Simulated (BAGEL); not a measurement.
# UHF/6-31G(d) (density fitting with qzvpp-jkfit, spherical functions) run of AlHOF (SMILES [O][AlH][F])

Aim: the energy change on altering one bond length of AlHOF at UHF/6-31G* (density fitting with qzvpp-jkfit, spherical functions), from 2 runs. 

The results are computed with BAGEL 1.2.2.

2 further runs of the same task are left out: 2 that didn't finish.

### 1 The structure to begin with

The species is AlHOF (4 atoms), meant as a doublet with charge 0. As SMILES, `[O][AlH][F]`. Geometry: relaxed at PBE0-D4/def2-TZVP.

Bond lengths: O1–Al2 1.731 Å, Al2–F3 1.641 Å, Al2–H4 1.564 Å. Angles: O1–Al2–F3 117.5°, O1–Al2–H4 119.2°, F3–Al2–H4 123.3°.

### 2 The energy at UHF/6-31G(d) (density fitting with qzvpp-jkfit, spherical functions)

File hf.json:

```json
{ "bagel" : [

{
  "title" : "molecule",
  "basis" : "6-31gs.json",
  "df_basis" : "qzvpp-jkfit",
  "angstrom" : true,
  "geometry" : [
    { "atom" : "O", "xyz" : [      -0.128300,      -1.061600,       1.299400 ] },
    { "atom" : "Al", "xyz" : [       0.038200,       0.026100,      -0.037000 ] },
    { "atom" : "F", "xyz" : [      -1.126500,      -0.010300,      -1.192200 ] },
    { "atom" : "H", "xyz" : [       1.272100,       0.985600,      -0.090400 ] }
  ]
},

{
  "title" : "uhf",
  "nopen" : 1
},

{
  "title" : "print",
  "file" : "orbitals.molden",
  "orbitals" : true
}

]}
```

The basis set 6-31G* is read from a file made from the Basis Set Exchange's data (not shown).

Command:

```console
BAGEL_NUM_THREADS=1 BAGEL hf.json > hf.out
```

Log:

```text
* using 1 threads per process

  ===============================================================
  ===============================================================

  *** Geometry ***

  { "atom" : "O", "xyz" : [     -0.242452,     -2.006133,      2.455510 ] },
  { "atom" : "Al", "xyz" : [      0.072188,      0.049322,     -0.069920 ] },
  { "atom" : "F", "xyz" : [     -2.128776,     -0.019464,     -2.252931 ] },
  { "atom" : "H", "xyz" : [      2.403921,      1.862514,     -0.170831 ] },

  Number of auxiliary basis functions:      300

  Since a DF basis is specified, we compute 2- and 3-index integrals:
    o Being stored without compression. Storage requirement is 0.006 GB

  Number of basis functions:       48
  Number of electrons      :       31

    * METHOD: MOLECULE                             0.08

  *** Open-shell HF ***

  === Nuclear Repulsion ===
    90.3172773721

      * DIIS with orbital gradients will be used.

  === UHF iteration (6-31gs.json) ===
      0       -416.19546733          0.09163519           0.03
      1       -415.91127616          0.13320565           0.03
      2       -415.76287270          0.12574721           0.03
      3       -416.76323439          0.02250467           0.03
      4       -416.81886929          0.01007159           0.03
      5       -416.83274540          0.00476766           0.03
      6       -416.83896602          0.00249823           0.03
      7       -416.84064861          0.00201126           0.03
      8       -416.84387393          0.00175117           0.03
      9       -416.84879766          0.00098762           0.03
     10       -416.85022118          0.00052816           0.02
     11       -416.85065082          0.00026221           0.02
     12       -416.85070507          0.00008117           0.02
     13       -416.85073394          0.00002000           0.02
     14       -416.85074014          0.00001024           0.02
     15       -416.85074183          0.00000597           0.02
     16       -416.85074272          0.00000313           0.02
     17       -416.85074298          0.00000154           0.02
     18       -416.85074301          0.00000084           0.02
     19       -416.85074301          0.00000049           0.02
     20       -416.85074301          0.00000019           0.02
     21       -416.85074301          0.00000010           0.02
     22       -416.85074301          0.00000006           0.02
     23       -416.85074301          0.00000004           0.02
     24       -416.85074301          0.00000003           0.02
     25       -416.85074301          0.00000003           0.03
     26       -416.85074301          0.00000003           0.03
     27       -416.85074301          0.00000002           0.03
     28       -416.85074301          0.00000002           0.03
     29       -416.85074301          0.00000002           0.03
     30       -416.85074301          0.00000001           0.03
     31       -416.85074301          0.00000001           0.02
     32       -416.85074301          0.00000001           0.02
    * SCF iteration converged.

    * S^2 (UHF) is 0.7561

    * Permanent dipole moment:
           (   -0.427392,    -0.411293,     0.128235) a.u.

    * METHOD: UHF                                  0.87

    * METHOD: PRINT                                0.01

  ===============================================================
```

Wall time 1.8 s (1 thread of Intel Xeon 6975P-C (Granite Rapids), shared host); peak memory 0.079 GiB.

### 3 The distorted shape, same level

File hf.json:

```json
{ "bagel" : [

{
  "title" : "molecule",
  "basis" : "6-31gs.json",
  "df_basis" : "qzvpp-jkfit",
  "angstrom" : true,
  "geometry" : [
    { "atom" : "O", "xyz" : [    0.454084,   -1.043399,    1.877034 ] },
    { "atom" : "Al", "xyz" : [    0.620584,    0.044301,    0.540634 ] },
    { "atom" : "F", "xyz" : [   -1.126500,   -0.010300,   -1.192200 ] },
    { "atom" : "H", "xyz" : [    1.854484,    1.003801,    0.487234 ] }
  ]
},
{ "title" : "uhf", "nopen" : 1 },
{ "title" : "print", "file" : "orbitals.molden", "orbitals" : true }

]}
```

The basis set 6-31G* is read from a file made from the Basis Set Exchange's data (not shown).

Command:

```console
BAGEL_NUM_THREADS=1 BAGEL hf.json > hf.out
```

Log:

```text
* using 1 threads per process

  ===============================================================
  ===============================================================

  *** Geometry ***

  { "atom" : "O", "xyz" : [      0.858094,     -1.971738,      3.547080 ] },
  { "atom" : "Al", "xyz" : [      1.172734,      0.083717,      1.021650 ] },
  { "atom" : "F", "xyz" : [     -2.128776,     -0.019464,     -2.252931 ] },
  { "atom" : "H", "xyz" : [      3.504467,      1.896909,      0.920739 ] },

  Number of auxiliary basis functions:      300

  Since a DF basis is specified, we compute 2- and 3-index integrals:
    o Being stored without compression. Storage requirement is 0.006 GB

  Number of basis functions:       48
  Number of electrons      :       31

    * METHOD: MOLECULE                             0.09

  *** Open-shell HF ***

  === Nuclear Repulsion ===
    74.7413177682

      * DIIS with orbital gradients will be used.

  === UHF iteration (6-31gs.json) ===
      0       -416.00138673          0.09319095           0.03
      1       -415.67842003          0.13944076           0.04
      2       -415.52500164          0.13231270           0.04
      3       -416.61582962          0.02359343           0.04
      4       -416.67172906          0.01147379           0.04
      5       -416.68719769          0.00539514           0.04
      6       -416.69513898          0.00278560           0.04
      7       -416.69725610          0.00224120           0.02
      8       -416.70113320          0.00196005           0.02
      9       -416.70691052          0.00120207           0.02
     10       -416.70899028          0.00064416           0.02
     11       -416.70948744          0.00035548           0.02
     12       -416.70959306          0.00009057           0.02
     13       -416.70963564          0.00003102           0.02
     14       -416.70964703          0.00002087           0.02
     15       -416.70965667          0.00001197           0.02
     16       -416.70966525          0.00001000           0.02
     17       -416.70967251          0.00000915           0.02
     18       -416.70967964          0.00000878           0.02
     19       -416.70968465          0.00000822           0.02
     20       -416.70969872          0.00000822           0.02
     21       -416.70970270          0.00000795           0.02
     22       -416.70970774          0.00000747           0.02
     23       -416.70972781          0.00001761           0.02
     24       -416.70972695          0.00002037           0.02
     25       -416.70972708          0.00000962           0.02
     26       -416.70973963          0.00006702           0.02
     27       -416.70973708          0.00002293           0.03
     28       -416.70973753          0.00001587           0.04
     29       -416.70973836          0.00000782           0.03
     30       -416.70973912          0.00000230           0.03
     31       -416.70974009          0.00000244           0.02
     32       -416.70974051          0.00000234           0.02
     33       -416.70974059          0.00000156           0.02
     34       -416.70974062          0.00000174           0.02
     35       -416.70974062          0.00000087           0.02
     36       -416.70974061          0.00000054           0.02
     37       -416.70974057          0.00000032           0.02
     38       -416.70974058          0.00000036           0.02
     39       -416.70974062          0.00000009           0.02
     40       -416.70974062          0.00000002           0.02
     41       -416.70974062          0.00000001           0.02
     42       -416.70974062          0.00000001           0.02
    * SCF iteration converged.

    * S^2 (UHF) is 0.7666

    * Permanent dipole moment:
           (   -1.466336,    -0.461590,    -0.877528) a.u.

    * METHOD: UHF                                  1.16

    * METHOD: PRINT                                0.00

  ===============================================================
```

Run time: 2.5 s. Hardware: 1 thread of Intel Xeon 6975P-C (Granite Rapids), shared host; peak memory 0.079 GiB.

### 4 Outcome

Level: UHF/6-31G* (density fitting with qzvpp-jkfit, spherical functions).

| quantity | value |
| --- | --- |
| first shape: total energy | -416.85074 Eh |
| first shape: dipole moment | 1.54 D |
| first shape: ⟨S²⟩ | 0.756 |
| distorted shape: total energy | -416.70974 Eh |
| distorted shape: dipole moment | 4.50 D |
| distorted shape: ⟨S²⟩ | 0.767 |
| energy change with the Al2–F3 bond stretched from 1.641 to 2.461 Å | 3.837 eV |

**Reading.** With the Al2–F3 bond stretched from 1.641 to 2.461 Å the energy rises by 3.84 eV (370 kJ/mol). The first shape isn't relaxed at this level, so the change isn't measured from a minimum.
